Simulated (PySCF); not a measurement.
**C5H12 (neopentane) at HF/6-31G(d) (spherical functions, preoptimised minimum)**

We compute an optimisation with harmonic vibrations of C5H12 (neopentane). Input form: a Python script.

The calculation is run with PySCF 2.14.0.

## 1. The molecule

C5H12 has 17 atoms, charge 0, and is taken as a singlet. SMILES: `CC(C)(C)C`. Geometry: relaxed at GFN2-xTB symmetrised. The run starts from this shape.

Bond lengths: C1–C2 1.530 Å, C2–C3 1.530 Å, C2–C4 1.531 Å, C2–C5 1.530 Å, C1–H6 1.087 Å, C1–H7 1.087 Å, C1–H8 1.089 Å, C3–H9 1.089 Å, C3–H10 1.087 Å, C3–H11 1.087 Å, C4–H12 1.089 Å, C4–H13 1.087 Å, C4–H14 1.087 Å, C5–H15 1.087 Å, C5–H16 1.089 Å, C5–H17 1.091 Å. Some angles: C1–C2–C3 109.4°, C1–C2–C4 109.5°, C1–C2–C5 109.6°, C3–C2–C4 109.5°, C3–C2–C5 109.5°, C4–C2–C5 109.4°, C2–C1–H6 110.6°, C2–C1–H7 110.7°, C2–C1–H8 110.6°, C2–C3–H9 110.6°.

## 2. An optimisation with harmonic vibrations at HF/6-31G(d) (spherical functions, preoptimised minimum)

File calc.py:

```python
# CC(C)(C)C
import numpy
from pyscf import gto, symm
from pyscf.hessian import thermo
from pyscf.geomopt.geometric_solver import kernel as optimise

mol = gto.Mole()
mol.atom = '''
C       -0.375434       0.301107      -1.452572
C       -0.000049       0.000347      -0.000139
C        1.419752       0.501519       0.272696
C       -0.064548      -1.509728       0.241111
C       -0.979890       0.707010       0.938900
H       -0.335903       1.370352      -1.645226
H        0.307755      -0.196515      -2.136383
H       -1.383620      -0.049317      -1.667521
H        1.706844       0.295695       1.302578
H        1.486402       1.573790       0.106106
H        2.132868       0.010732      -0.384995
H        0.201308      -1.744324       1.270540
H        0.627926      -2.032713      -0.413822
H       -1.066851      -1.885898       0.051772
H       -0.729202       0.505515       1.977418
H       -1.997365       0.363941       0.758646
H       -0.948134       1.785661       0.780974
'''
mol.verbose = 3
mol.charge = 0
mol.basis = '6-31g*'
mol.max_memory = 1860
mol.build()

mf = mol.RHF()
mf.conv_tol = 1e-10
converged, mol_eq = optimise(mf, maxsteps=80)
print('converged:', converged)
print(mol_eq.tostring())

mf.reset(mol_eq)
mol = mol_eq
mf.kernel()
e_final = mf.e_tot
print(f'total energy: {e_final:.8f} hartree')
hess = mf.Hessian().kernel()
modes = thermo.harmonic_analysis(mol, hess)
print('frequencies (1/cm)', numpy.round(modes['freq_wavenumber'], 1))
symm.geom.TOLERANCE = 1e-3  # for the symmetry number
th = thermo.thermo(mf, modes['freq_au'], 298.15, 101325)
thermo.dump_thermo(mol, th)
```

The run is started by

```sh
$ OMP_NUM_THREADS=1 python calc.py
```

What values should one expect? Wanted: total energy; dipole moment; HOMO energy; LUMO energy; HOMO–LUMO gap; lowest harmonic wavenumber; highest harmonic wavenumber; zero-point energy; ideal-gas entropy at 298.15 K.

**Answer.** As computed:

Level: HF/6-31G* (spherical functions, preoptimised minimum).

| quantity | value |
| --- | --- |
| total energy | -196.33277 Eh |
| dipole moment | 0.00 D |
| HOMO energy | -12.27 eV |
| LUMO energy | 5.77 eV |
| HOMO–LUMO gap | 18.04 eV |
| lowest harmonic wavenumber | 221 cm⁻¹ |
| highest harmonic wavenumber | 3258 cm⁻¹ |
| zero-point energy | 447.8 kJ/mol |
| ideal-gas entropy at 298.15 K (symmetry number 12 as used) | 71.4 cal/(mol K) |

**Reading.** At the final geometry: Bond lengths: C1–C2 1.535 Å, C2–C3 1.535 Å, C2–C4 1.535 Å, C2–C5 1.535 Å, C1–H6 1.087 Å, C1–H7 1.087 Å, C1–H8 1.087 Å, C3–H9 1.087 Å, C3–H10 1.087 Å, C3–H11 1.087 Å, C4–H12 1.087 Å, C4–H13 1.087 Å, C4–H14 1.087 Å, C5–H15 1.087 Å, C5–H16 1.087 Å, C5–H17 1.087 Å. Some angles: C1–C2–C3 109.5°, C1–C2–C4 109.5°, C1–C2–C5 109.5°, C3–C2–C4 109.5°, C3–C2–C5 109.5°, C4–C2–C5 109.5°, C2–C1–H6 111.1°, C2–C1–H7 111.1°, C2–C1–H8 111.1°, C2–C3–H9 111.1°. All 45 modes are real, so the shape is a minimum at this level.
